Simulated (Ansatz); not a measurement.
# H4NSi: the cost of one run

Computed with Ansatz 0.2.0, Gaussian basis. Level: single points in def2-TZVPP.

Correlated methods freeze the cores. Orbitals are unrestricted.

## Step 1: The starting structure

SMILES `N[SiH2]`, 6 atoms, charge 0, spin multiplicity 2.

Atoms are counted from 1 here; the program's logs count them from 0.

Bond lengths: N1–Si2 1.802 Å, N1–H3 1.079 Å, N1–H4 0.898 Å, Si2–H5 1.426 Å, Si2–H6 1.544 Å. Angles: Si2–N1–H3 112.2°, Si2–N1–H4 120.8°, H3–N1–H4 103.8°, N1–Si2–H5 103.5°, N1–Si2–H6 104.2°, H5–Si2–H6 98.9°.

As a file:

```xyz
6
H4NSi
N    -0.22450   -0.82560    0.03100
Si    0.37440    0.86500    0.21040
H     0.49980   -1.46650   -0.44780
H    -0.48900   -1.29790    0.74690
H     0.53260    1.30640   -1.13660
H    -0.88580    1.67700    0.58090
```

## Step 2: CCSD(T)/def2-TZVPP

File run/in.yaml:

```yaml
crystal:
  periodic: [false, false, false]
  atoms:
    - {symbol: N, position_ang: [-0.224500, -0.825600, 0.031000]}
    - {symbol: Si, position_ang: [0.374400, 0.865000, 0.210400]}
    - {symbol: H, position_ang: [0.499800, -1.466500, -0.447800]}
    - {symbol: H, position_ang: [-0.489000, -1.297900, 0.746900]}
    - {symbol: H, position_ang: [0.532600, 1.306400, -1.136600]}
    - {symbol: H, position_ang: [-0.885800, 1.677000, 0.580900]}
basis:
  gaussian: {orbitals: def2-TZVPP}
magnetization: {spin_polarized: true, initial_magnetization: 1}
correlation: {method: ccsd_t}
scf: {omitted_lower_state_checks: [cluster_reference]}
output: {forces: true}
```

On the command line:

```sh
$ ansatz run in.yaml --threads 4 --pin off --events-out ev --progress --plain --max-ram 5222MiB
```

Q: Estimate wall time and peak memory on 4 threads of Arm Neoverse N1, shared host.

About 79 s, with a peak of 2.3 GiB.
